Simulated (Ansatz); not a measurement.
The input, for Ansatz 0.2.0:

```yaml
crystal:
  periodic: [false, false, false]
  atoms:
    - {symbol: Si, position_ang: [0.000000, -0.009804, 1.076668]}
    - {symbol: P, position_ang: [0.000000, -0.032609, -0.968123]}
    - {symbol: H, position_ang: [0.000000, 1.275240, -0.250352]}
basis:
  gaussian: {orbitals: cc-pVDZ}
magnetization: {spin_polarized: false, initial_magnetization: 2}
correlation: {method: fic_mrcisd_q, electrons: outside_noble_gas, active_space: {window: {electrons: 10, orbitals: 9}, shells: [{species: H, l: s, shell: 1}, {species: P, l: s, shell: 3}, {species: P, l: p, shell: 3}, {species: Si, l: s, shell: 3}, {species: Si, l: p, shell: 3}]}}
```

```sh
$ ansatz run in.yaml --threads 1 --pin off --events-out ev --progress --plain --max-ram 4096MiB --backend cpu
```

The program prints:

```
786 factors; integrals over basis functions are off by at most 1.6e-7 eV
mean field evaluation 1: about -17145.3682 eV, gradient 7.6e0 eV
mean field evaluation 2: about -17145.3727 eV, gradient 7.6e0 eV
mean field evaluation 4: about -17145.9132 eV, gradient 2.1e0 eV
mean field evaluation 8: about -17146.0283 eV, gradient 2.3e-1 eV
mean field evaluation 16: about -17145.0628 eV, gradient 1.2e1 eV
mean field evaluation 32: about -17145.7215 eV, gradient 1.6e-2 eV
mean field evaluation 64: about -17146.0631 eV, gradient 3.7e-1 eV
mean field evaluation 96: about -17146.3685 eV, gradient 6.5e-2 eV
mean field evaluation 128: about -17146.0281 eV, gradient 2.3e-1 eV
mean field -17146.36879498 eV, -630.1174309894 hartree, gradient 2.4e-6 eV, S^2 2.000000; 16 other end points of the search recorded, 0 dependent functions left out
reference -17146.36879498 eV, -630.1174309894 hartree; 16, 14 occupied and 25, 27 virtual orbitals, 786 factors
state -17148.22603994 eV, -630.1856834826 hartree
contracted CI cycle   1: correlation 0.00000000 eV, 0.0000000000 hartree, residual 1.40e1 eV
contracted CI cycle   2: correlation -3.73310651 eV, -0.1371891338 hartree, residual 2.80e0 eV
contracted CI cycle   3: correlation -3.87959804 eV, -0.1425725982 hartree, residual 5.43e-1 eV
contracted CI cycle   4: correlation -3.88540639 eV, -0.1427860511 hartree, residual 1.21e-1 eV
contracted CI cycle   5: correlation -3.88568937 eV, -0.1427964506 hartree, residual 2.87e-2 eV
contracted CI cycle   6: correlation -3.88570504 eV, -0.1427970263 hartree, residual 6.66e-3 eV
contracted CI cycle   7: correlation -3.88570586 eV, -0.1427970567 hartree, residual 1.61e-3 eV
contracted CI cycle   8: correlation -3.88570591 eV, -0.1427970585 hartree, residual 4.04e-4 eV
state -17148.22603994 eV, -630.1856834826 hartree; corrected -17152.44816744 eV, -630.3408438066 hartree
Total energy: -17152.44816744 eV, -630.3408438066 hartree
Checks for a lower state left out: starts, orbital_swaps
```

For the same geometry and basis UCCSDTQ lies 24.7 meV lower.

Ran on 1 thread of AMD EPYC 7R13, shared host: 7.5 s wall, 0.37 GiB peak host memory.
